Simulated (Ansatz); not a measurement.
Ideal-gas functions of `N=C=S` at 500 K and 1 bar, from an Ansatz frequency run at PBE0-D4/def2-TZVP.

Molar mass 59.09 g/mol, point group Cs (symmetry number 1), electronic degeneracy 1, moments of inertia 0.456, 85.307, 85.763 u Å². Harmonic wavenumbers (cm⁻¹, unscaled): 463, 501, 634, 901, 2082, 3713.

Use S(trans) = R[1.5 ln M + 2.5 ln T − 1.1517]; rotational temperatures θ = 24.2544 K / I; S(rot) = R[ln(√π/σ · √(T³/θAθBθC)) + 1.5]; for each mode x = 1.438777 ν̃/T, S = R[x/(eˣ − 1) − ln(1 − e⁻ˣ)] and H = RT x/(eˣ − 1); 1 cm⁻¹ = 0.0119627 kJ/mol; R = 8.31446 J/(mol·K).

Task: By hand: the entropy, in J/(mol·K).

Result: Translation 170.5. Rotation: θ = 53.1895, 0.2843, 0.2828 K, giving 88.7. Vibration, mode by mode: 6.52, 5.96, 4.38, 2.39, 0.15, 0.00, in all 19.4. Electronic 0.0. Sum 278.6 J/(mol·K).

Task: By hand: H − E and G − E in kJ/mol, counted from the electronic energy.

Result: Zero-point energy ½ × 8294 × 0.0119627 = 49.6; thermal vibration 6.2; translation, rotation and pV give 4 RT = 16.6. H − E = 72.4 kJ/mol, and G − E = 72.4 − 500 × 278.6/1000 = -66.9 kJ/mol.

Vibration gives 7 % of the entropy. The sum counts one conformer and one mirror image; others add a mixing term.
